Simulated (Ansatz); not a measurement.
## What a trial cell of Sn₃Br₂ relaxes into

These are results of Ansatz, DFT PBE, scalar-relativistic, plane waves, PAW, not measurements. Cutoff 420 eV, Γ-centred k mesh, Gaussian smearing, no spin polarisation in the final step.

The start puts Sn₃Br₂ on the anti-A-type sesquioxide structure type (P-3m1, No. 164), with Br in place of La, Sn in place of O, at a guessed volume.

```
CELL_PARAMETERS angstrom
4.62655 0.00000 0.00000
-2.31328 4.00671 0.00000
0.00000 0.00000 7.19817
ATOMIC_POSITIONS crystal
Sn 0.00000 0.00000 0.00000
Sn 0.33333 0.66667 0.64500
Sn 0.66667 0.33333 0.35500
Br 0.33333 0.66667 0.24500
Br 0.66667 0.33333 0.75500
```

Cell and atoms relax at zero pressure; the relaxation can't lower the symmetry of the start. After a coarse first stage the cell is made exact in the group found at 0.06 Å.

Energies over the elements count from the elements' standard structures at the same level, with no empirical corrections.

Question: Which crystal results?

Answer: It keeps P-3m1 (No. 164), but not the shape of the type it started on. Conventional cell: a = 4.592 Å, c = 12.082 Å. Sn on Wyckoff site a (1 atom of the primitive cell) is coordinated by 6 Br at 3.07 Å; Sn on Wyckoff site d (2 atoms of the primitive cell) has 3 Sn at 2.80 Å; Br has 3 Sn at 3.07 Å.

```cif
data_structure
_symmetry_space_group_name_H-M 'P-3m1'
_symmetry_Int_Tables_number 164
_cell_length_a 4.5920
_cell_length_b 4.5920
_cell_length_c 12.0824
_cell_angle_alpha 90.000
_cell_angle_beta 90.000
_cell_angle_gamma 120.000
_cell_volume 220.64
loop_
_atom_site_label
_atom_site_type_symbol
_atom_site_symmetry_multiplicity
_atom_site_Wyckoff_symbol
_atom_site_fract_x
_atom_site_fract_y
_atom_site_fract_z
_atom_site_occupancy
Sn1 Sn 1 a 0.00000 0.00000 0.00000 1
Sn2 Sn 2 d 0.33333 0.66667 0.53717 1
Br1 Br 2 d 0.33333 0.66667 0.12779 1
```

Question: What are its volume, energy, density and gap?

Answer: The volume per atom is 44.1 Å³ and the density is 3.9 g/cm³. The energy over the elements is -0.29 eV/atom and the gap on the 12×12×4 mesh is 0 eV (a metal).

The final run used a 12×12×4 mesh on its 5-atom cell and 0.10 eV smearing. For metals, differences of a few meV/atom aren't resolved. No dispersion correction is applied, so the spacing between layers, chains or molecules is poorly fixed, and with it the volume and density. A structure relaxed within its symmetry needn't be a true minimum.

Cost: 3 runs of about 7.8 core-minutes in all, on Arm Neoverse V1 (shared hosts).